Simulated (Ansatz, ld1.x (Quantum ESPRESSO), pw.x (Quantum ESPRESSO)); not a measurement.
lithium: does the RRKJ potential hold in the solid?

Li (Z = 3), norm-conserving RRKJ (Kleinman–Bylander form), made with ld1.x (Quantum ESPRESSO) 7.5 (PBEsol, scalar-relativistic). Core [He], reference 2s1 2p0. Waves: 2p (bound, empty): rc 4.20 bohr; 3d channel at 0.1 Ry: rc 3.95 bohr; 2s (bound): rc 1.95 bohr. Local part: the s channel. Core correction: none. rho0 = 0.005.

Crystal test: fcc Li in pw.x 7.5, no spin, 13³ k-points, Fermi–Dirac smearing 0.01 Ry, cutoffs 35/140 Ry. The reference is all-electron LAPW (Ansatz 0.2.0) with the same functional, mesh and smearing; V0 and B0 come from Birch–Murnaghan fits to the pressures at five volumes. Errors are pseudo minus all-electron; Δ is the rms difference of the E(V) curves that follow from these fits, minima aligned, over ±6 % about the mean V0. Mesh and smearing are coarse, so the numbers serve the comparison and aren't converged zero-temperature values; the lattice is a test structure that the element need not adopt.

```
V (Å³/atom)  P all-electron (GPa)  P pseudo (GPa)
     19.310                  0.70           -0.50
     19.818                  0.30           -0.77
     20.326                 -0.05           -1.02
     20.834                 -0.37           -1.25
     21.342                 -0.65           -1.45
```

All-electron: a0 = 4.327 Å (V0 = 20.25 Å³/atom), B0 = 13.5 GPa.

Pseudopotential: mean pressure error (GPa): -0.99. The pressure does not cross zero within the volumes sampled, so no fit is given. The largest radius (4.20 bohr) exceeds half the bond length (2.89 bohr), so the spheres overlap, which is one possible source of error among others. This is a poor potential for the solid.

**Question.** At the middle volume, how do free energy and pressure move when the wave cutoff is lowered (ecutrho kept at four times it)?

**Answer.**

```
cutoff (Ry)  shift of F (meV/atom)  shift of P (GPa)
         16                   +2.1             -0.04
         21                   +0.6             +0.01
         28                   +0.5             +0.00
```

Input at the middle volume:

```
&control
  calculation='scf', prefix='x', pseudo_dir='./', outdir='./tmp', tstress=.true., disk_io='none'
/
&system
  ibrav=0, nat=1, ntyp=1, ecutwfc=35, ecutrho=140, nbnd=7,
  occupations='smearing', smearing='fd', degauss=0.01
/
&electrons
  conv_thr=1e-09, mixing_beta=0.4, electron_maxstep=70
/
ATOMIC_SPECIES
Li 1.0 Li.UPF
CELL_PARAMETERS angstrom
  0.00000000 2.16607742 2.16607742
  2.16607742 0.00000000 2.16607742
  2.16607742 2.16607742 0.00000000
ATOMIC_POSITIONS crystal
Li 0.0000 0.0000 0.0000
K_POINTS automatic
13 13 13 0 0 0
```

```bash
pw.x < Li.scf.in > Li.scf.out
```

Lines of the output:

```
Message from routine setup:
     using ibrav=0 with symmetry is DISCOURAGED, use correct ibrav instead
     lattice parameter (alat)  =       5.7888  a.u.
     unit-cell volume          =     137.1666 (a.u.)^3
     number of electrons       =         1.00
     number of Kohn-Sham states=            7
     kinetic-energy cutoff     =      35.0000  Ry
     charge density cutoff     =     140.0000  Ry
     scf convergence threshold =      1.0E-09
     Exchange-correlation= PBESOL
     number of k points=    84  Fermi-Dirac smearing, width (Ry)=  0.0100
     iteration #  1     ecut=    35.00 Ry     beta= 0.40
     total energy              =      -0.52352646 Ry
     estimated scf accuracy    <       0.00033092 Ry
     iteration #  2     ecut=    35.00 Ry     beta= 0.40
     total energy              =      -0.52372277 Ry
     estimated scf accuracy    <       0.00012206 Ry
     iteration #  3     ecut=    35.00 Ry     beta= 0.40
     total energy              =      -0.52373771 Ry
     estimated scf accuracy    <       0.00000009 Ry
     iteration #  4     ecut=    35.00 Ry     beta= 0.40
     total energy              =      -0.52373774 Ry
     estimated scf accuracy    <       0.00000004 Ry
     iteration #  5     ecut=    35.00 Ry     beta= 0.40
     total energy              =      -0.52373808 Ry
     estimated scf accuracy    <       0.00000004 Ry
     iteration #  6     ecut=    35.00 Ry     beta= 0.40
     the Fermi energy is     0.4189 ev
!    total energy              =      -0.52373811 Ry
     estimated scf accuracy    <          2.7E-11 Ry
     smearing contrib. (-TS)   =      -0.00232544 Ry
     The total energy is F=E-TS. E is the sum of the following terms:
     one-electron contribution =       0.39738058 Ry
     hartree contribution      =       0.00138649 Ry
     xc contribution           =      -0.36013403 Ry
     ewald contribution        =      -0.56004572 Ry
     convergence has been achieved in   6 iterations
          total   stress  (Ry/bohr**3)                   (kbar)     P=      -10.24
     Message from routine punch:
     Nothing written, as per user request (disk_io='none')
```

The run at the middle volume (84 k-points, 6 iterations) took about 3.7 s on one core of a shared host (Neoverse-V1, 32 threads, 247 GiB, load 18).
